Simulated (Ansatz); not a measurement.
## Palladium, fcc: convergence with the plane-wave cutoff

Computed with Ansatz, PBE, scalar-relativistic PAW, on the relaxed cell (a = 3.947 Å; spin not included). Errors count from a run at 420 eV on a Γ-centred 22×22×22 mesh with Fermi-Dirac smearing of 0.1 eV, extrapolated to zero width. Fixed here: mesh 14×14×14, Fermi-Dirac width 0.1 eV. The pressure holds a Pulay correction and is unreliable far below the recommended cutoff. The SCF starts from atomic densities corrected by a trained network.

| cutoff (eV) | E(σ→0) error (meV/atom) | P (GPa) | SCF iterations |
| --- | --- | --- | --- |
| 150 | 58143.9 | -116.98 | 7 |
| 200 | 12064.8 | 2.16 | 7 |
| 250 | 1762.6 | 2.60 | 6 |
| 300 | 191.3 | -0.68 | 6 |
| 350 | 16.3 | -0.11 | 6 |
| 420 | 6.0 | -0.02 | 6 |
| 500 | 3.8 | -0.05 | 6 |
| 600 | 3.4 | -0.05 | 6 |
| 800 | 3.1 | -0.06 | 6 |

Within 5 meV/atom of the last row: from 420 eV on.
